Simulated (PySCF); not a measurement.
# Removing an electron from `C=CN=C`

Species: C₃H₅N.
Z-matrix (Å and degrees, PBE0-D3(BJ)/def2-SVP geometry), rows numbered from 1:
```
C 
C   1  1.3374
N   2  1.3915  1  121.36
C   3  1.2695  2  118.19  1  -179.58
H   1  1.0927  2  119.95  3    -0.02
H   1  1.0916  2  121.17  3   179.88
H   2  1.1042  1  120.62  3  -179.92
H   4  1.1086  3  123.30  2    -0.02
H   4  1.0981  3  119.56  2   179.90
```

Level: wB97X-D/def2-SVPD (PySCF). Frontier orbitals with their largest atomic shares (Löwdin; up to four atoms above 4 %):

| orbital | ε (eV) | main atoms |
| --- | --- | --- |
| HOMO−3 | -12.86 | C1 35 %, H5 18 %, C2 17 %, H6 10 % |
| HOMO−2 | -12.83 | N3 42 %, C4 22 %, C2 20 %, C1 8 % |
| HOMO−1 | -9.56 | N3 60 %, C4 13 %, C2 11 %, H8 6 % |
| HOMO | -9.13 | ? |
| LUMO | 0.49 | C4 32 %, N3 21 %, C1 20 %, C2 10 % |
| LUMO+1 | 2.62 | C4 41 %, H8 15 %, H9 13 %, C2 12 % |
| LUMO+2 | 3.03 | C2 28 %, N3 22 %, C1 18 %, C4 8 % |

Question: What vertical ionisation energy does ΔSCF give, and how far is −ε(HOMO) from it?

Answer: ΔSCF: 9.51 eV (917 kJ/mol; threshold wavelength 130 nm); ⟨S²⟩ of the doublet left behind is 0.762, against 0.75 for a pure doublet. −ε(HOMO) is 9.13 eV, 0.38 eV below it. For the exact functional −ε(HOMO) would equal the first vertical ionisation energy; wB97X-D (range-separated hybrid) falls short of its own ΔSCF value by 4 %. Holes in the HOMO−1 and HOMO−2 were tried too where these lie within 1.2 eV of the HOMO; the lowest converged state counts.

Question: On which atoms does the HOMO lie?

Answer: C1 (terminal =CH2 carbon) 33 %, C2 (vinylic carbon bearing nitrogen) 28 %, C4 (imine carbon) 15 %, N3 (imine nitrogen) 14 %, so no atom holds as much as 40 %. The HOMO−1 lies 0.43 eV lower.

Question: With α = 50.5 au, estimate the like-pair dispersion coefficient by London's formula C6 = (3/4)α²I.

Answer: I = 0.3494 Eh, so C6 ≈ 668 au, a rough estimate.

Question: What total energies stand behind the ΔSCF value?

Answer: E(N) = -171.84487 Eh and E(N − 1) = -171.49543 Eh at the same geometry, 0.34944 Eh apart.

One conformer (not necessarily the lowest) at the PBE0-D3(BJ)/def2-SVP geometry, without solvent, vibrations or thermal averaging.

The pairwise dispersion term of wB97X-D wasn't added to the energies; at a given geometry it leaves orbitals and properties as they are.
